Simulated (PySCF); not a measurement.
Molecule: Fluoroacetylene (C#CF, C2HF).

Molfile (atoms numbered from 1):
```
C2HF
     RDKit          3D

  4  3  0  0  0  0  0  0  0  0999 V2000
   -0.6117   -0.0001    0.0052 C   0  0  0  0  0  0  0  0  0  0  0  0
    0.5190   -0.0001   -0.4072 C   0  0  0  0  0  0  0  0  0  0  0  0
    1.7121    0.0002   -0.8427 F   0  0  0  0  0  0  0  0  0  0  0  0
   -1.6194   -0.0000    0.3730 H   0  0  0  0  0  0  0  0  0  0  0  0
  1  2  3  0
  2  3  1  0
  1  4  1  0
M  END
```

Geometry PBE0-D3(BJ)/def2-SVP throughout; GIAO in PySCF 2.14, gas phase, one conformer, non-relativistic; equivalent atoms averaged; functional PBE0.

Problem. How do the absolute shieldings σ depend on the basis set? (ppm; last column core-seconds on shared hosts with different chips, so compare them loosely)

Solution. 
```
    basis set  functions     C2     C1     F3     H4  core-s
       STO-3G         16  165.1  204.1  417.4  31.07    0.64
        6-31G         29  119.2  180.7  395.8  31.25     1.2
     pcSseg-0         29   94.8  165.6  403.1  31.33     1.4
       6-31G*         44  115.5  181.2  403.2  31.10     1.4
     def2-SVP         47  110.5  178.1  412.6  30.58     1.5
      cc-pVDZ         47  113.1  181.3  405.0  30.43     2.1
     pcSseg-1         56   90.0  169.4  396.6  30.06     2.7
  aug-cc-pVDZ         78  109.3  182.1  402.7  30.30     2.7
6-311+G(2d,p)         87   92.9  173.8  400.1  30.47     2.5
    def2-TZVP         99   93.3  175.3  402.4  30.50     2.9
      cc-pVTZ        104   94.3  174.0  397.7  30.27     3.5
     IGLO-III        115   88.3  170.8  400.4  30.31     4.1
     pcSseg-2        122   87.8  170.3  399.8  30.20     2.6
     pcSseg-3        249   87.3  170.2  399.8  30.14      13
```

Problem. Which nucleus moves most, in ppm?

Solution. C2 (alkyne carbon): from 87.3 ppm with pcSseg-3 to 165.1 ppm with STO-3G. The smallest spread is 1.27 ppm, at H4. Proton shifts span only some 12 ppm, so a few tenths of a ppm matter as much there as several ppm in carbon.

Problem. Taking the largest basis, pcSseg-3 (249 functions), as the yardstick, rank the others by their worst heavy-atom deviation.

Solution. pcSseg-2 0.5 ppm (122 functions), IGLO-III 1.0 ppm (115 functions), pcSseg-1 3.2 ppm (56 functions), 6-311+G(2d,p) 5.6 ppm (87 functions), def2-TZVP 6.0 ppm (99 functions), cc-pVTZ 6.9 ppm (104 functions), pcSseg-0 7.5 ppm (29 functions), aug-cc-pVDZ 21.9 ppm (78 functions), def2-SVP 23.2 ppm (47 functions), cc-pVDZ 25.8 ppm (47 functions), 6-31G* 28.2 ppm (44 functions), 6-31G 31.9 ppm (29 functions), STO-3G 77.8 ppm (16 functions).

A small basis that lands close on one nucleus may do so by chance; judge by the trend and by all nuclei.
